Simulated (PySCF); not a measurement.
## Löwdin shares of the frontier orbitals

Species: butadiyne, C4H2.
Structure used (GFN2-xTB), in Å, numbered top down from 1:
```xyz
6
C4H2 angstrom
C      0.192    1.498    1.128
C      0.069    0.541    0.408
C     -0.069   -0.540   -0.406
C     -0.190   -1.497   -1.127
H      0.298    2.331    1.755
H     -0.297   -2.331   -1.753
```

Level of theory: TDDFT PBE0/def2-SVPD, vertical, gas phase, core orbitals frozen in the response (PySCF).

Frontier orbitals with the atoms that hold most of them (Löwdin shares over 4%, at most four atoms):

```tsv
orbital	ε (eV)	atoms
LUMO+2	1.06	C1 28%, C4 28%, C3 17%, C2 17%
LUMO+1	-0.86	C4 25%, C1 25%, C3 19%, C2 19%
LUMO	-0.86	C4 25%, C1 25%, C3 19%, C2 19%
HOMO	-7.70	C4 26%, C1 26%, C3 21%, C2 21%
HOMO-1	-7.70	C4 26%, C1 26%, C3 21%, C2 21%
HOMO-2	-10.32	C2 31%, C3 31%, C1 18%, C4 18%
HOMO-3	-10.32	C2 31%, C3 31%, C1 18%, C4 18%
```

Within 0.005 eV of a neighbour in this list lie HOMO-3/HOMO-2, HOMO-1/HOMO and LUMO/LUMO+1 (point group found: D∞h).

Q: How does S1 compare with the orbital gap of 6.85 eV?

A: S1 is at 4.83 eV (f = 0.0000), 2.02 eV below the gap, made of HOMO-1/HOMO→LUMO/LUMO+1 (≥88%). Without the coupling terms of the response equations the lowest excitation would equal the gap.

Next come S2 at 5.05 eV (f 0.0000), HOMO-1/HOMO→LUMO/LUMO+1 (≥89%); S3 at 5.05 eV (f 0.0000), HOMO-1/HOMO→LUMO/LUMO+1 (≥89%); S4 at 7.32 eV (f 0.0000), HOMO-3/HOMO-2→LUMO/LUMO+1 (≥72%); S5 at 7.55 eV (f 0.0000), HOMO-1/HOMO→LUMO+2 (98%).

Orbitals of the list HOMO-3 to LUMO+2 that lie within 0.01 eV of each other are written together with a slash and their weights summed (≥ marks a lower bound); for degenerate orbitals outside that list single weights are arbitrary.

The run took 4.2 s of wall time on x86-64 server, one thread, no GPU (shared host).
